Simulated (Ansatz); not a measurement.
Geometry optimisation, Ansatz 0.2.0, RKS PBE-D4/6-31G*.

Input file:

```yaml
crystal:
  periodic: [false, false, false]
  atoms:
    - { symbol: Al, position_ang: [0.069439, -0.629265, -0.289843] }
    - { symbol: H, position_ang: [0.006309, 0.32122, 2.297828] }
    - { symbol: H, position_ang: [1.412282, 0.230061, -0.451735] }
    - { symbol: H, position_ang: [-1.354883, -0.054795, -0.757241] }
    - { symbol: P, position_ang: [0.103036, -2.644014, 0.810948] }
    - { symbol: H, position_ang: [-0.662115, -3.35907, -0.173618] }
    - { symbol: H, position_ang: [1.381829, -3.06434, 0.310074] }
    - { symbol: H, position_ang: [-0.008196, -0.377697, 2.139586] }
basis:
  gaussian: { orbitals: "6-31G*" }
hamiltonian:
  xc: pbe
  dispersion: d4
relax:
  f_tol: 0.03
  max_steps: 50
output:
  orbitals: {}
```

Run as:

```bash
$ ansatz run input.yaml --threads 1 --pin off --max-ram 2048MiB --backend cpu --events-out ev --progress --plain --runs-dir out
```

Question: Where does it end, and by what steps?

Answer: The run converged. After 6 steps the energy has fallen by 0.135 eV; H2 moved furthest, 0.44 Å.

| step | energy less start (eV) | largest force component (eV/Å) | accepted |
| --- | --- | --- | --- |
| 0 | 0.0000 | 1.588 | yes |
| 1 | -0.0937 | 0.273 | yes |
| 2 | -0.0994 | 0.603 | yes |
| 3 | -0.1178 | 0.141 | yes |
| 4 | -0.1229 | 0.241 | yes |
| 5 | -0.1316 | 0.084 | yes |
| 6 | -0.1348 | 0.028 | yes |

```xyz
8
Properties=species:S:1:pos:R:3
Al 0.112 -0.676 -0.076
H -0.070 0.581 1.948
H 1.459 0.177 -0.244
H -1.315 -0.057 -0.462
P 0.213 -2.882 0.741
H -0.691 -3.389 -0.253
H 1.394 -3.216 -0.004
H -0.155 -0.115 2.236
```

The run took 13 s on 1 thread of Arm Neoverse V1, on a shared host, peak memory 0.11 GiB.
